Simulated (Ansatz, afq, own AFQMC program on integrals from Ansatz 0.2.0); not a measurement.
## AFQMC, coupled cluster and functionals along a coordinate of NH$_{3}$Br, doublet

```xyz
5

N    -2.3544   -0.0059   -0.0092
H    -2.6517    0.9620   -0.0092
H    -2.6517   -0.4082    0.8711
H    -1.3420   -0.0059   -0.0092
Br    0.4965   -0.0059   -0.0092
```

A hydrogen atom is moved from one rigid fragment to the other; the N1–H4 distance tells how far. The two fragments are held close together, so this isn't a minimum-energy path and the start is a compressed complex. Energies in kJ/mol count from this geometry (1.012 Å) at the same level; the start stands on UHF, each point on the determinant named.

Basis cc-pVTZ. Only valence electrons are correlated. Integrals, coupled cluster, full CI and functionals: Ansatz 0.2.0; the random walks run on the same integrals in our own AFQMC program. The CISD trial takes its coefficients from CCSD amplitudes. Released means that phaseless walkers are propagated on without the constraint, phases kept. Uncertainties: one standard error, sampling alone. No spin–orbit coupling.

Cautions, each for one point or more: inner d shell frozen; no relativity below Rb; no spin-orbit coupling; unrestricted determinant slightly spin contaminated.

```json
{"r(N1–H4) / Å": "1.101", "det.": "UHF", "T1": "0.023", "weight": "0.85", "⟨S²⟩": "0.78", "CCSD(T)": "10.2", "ph-AFQMC/CISD": "10.6 ± 0.7", "released AFQMC": "–", "MP2": "13.0", "B3LYP": "4.4"}
{"r(N1–H4) / Å": "1.145", "det.": "UHF", "T1": "0.021", "weight": "0.85", "⟨S²⟩": "0.79", "CCSD(T)": "19.2", "ph-AFQMC/CISD": "20.7 ± 0.8", "released AFQMC": "19.0 ± 1.2*", "MP2": "24.1", "B3LYP": "11.5"}
{"r(N1–H4) / Å": "1.189", "det.": "UHF", "T1": "0.018", "weight": "0.86", "⟨S²⟩": "0.80", "CCSD(T)": "28.3", "ph-AFQMC/CISD": "29.0 ± 0.8", "released AFQMC": "29.5 ± 1.1", "MP2": "35.9", "B3LYP": "19.7"}
{"r(N1–H4) / Å": "1.233", "det.": "UHF", "T1": "0.027", "weight": "0.85", "⟨S²⟩": "0.79", "CCSD(T)": "36.4", "ph-AFQMC/CISD": "37.1 ± 0.8", "released AFQMC": "–", "MP2": "47.0", "B3LYP": "28.1"}
{"r(N1–H4) / Å": "1.321", "det.": "UHF", "T1": "0.027", "weight": "0.85", "⟨S²⟩": "0.77", "CCSD(T)": "47.8", "ph-AFQMC/CISD": "47.3 ± 0.8", "released AFQMC": "48.8 ± 1.4", "MP2": "57.1", "B3LYP": "43.8"}
```

Weight is that of the determinant in the CISD state; at the start T1 is 0.022 and the weight 0.86, and ⟨S²⟩ is 0.77. An asterisk marks released energies that aren't shown to be converged. A dash marks a missing value, a released energy that hasn't settled or a functional that sits on another state. Largest departures from phaseless AFQMC with a CISD trial: CCSD(T) -1.5 kJ/mol at 1.145 (on UHF) (within the noise), released AFQMC 1.5 kJ/mol at 1.321 (on UHF) (within the noise), MP2 10.0 kJ/mol at 1.233 (on UHF), B3LYP -9.3 kJ/mol at 1.189. The walk's constraint bias lies outside its error bars, so these are departures and not errors. Functionals count only at points shown to share the start's state and spin.

Some points may be missing: those where a free walk finds a much lower state, and past Zn most of those on another determinant than at the start.

A walk keeps the symmetry of its determinant, which the program's search chose and which needn't be the lowest solution, so a lower state of the same spin and another symmetry isn't excluded.
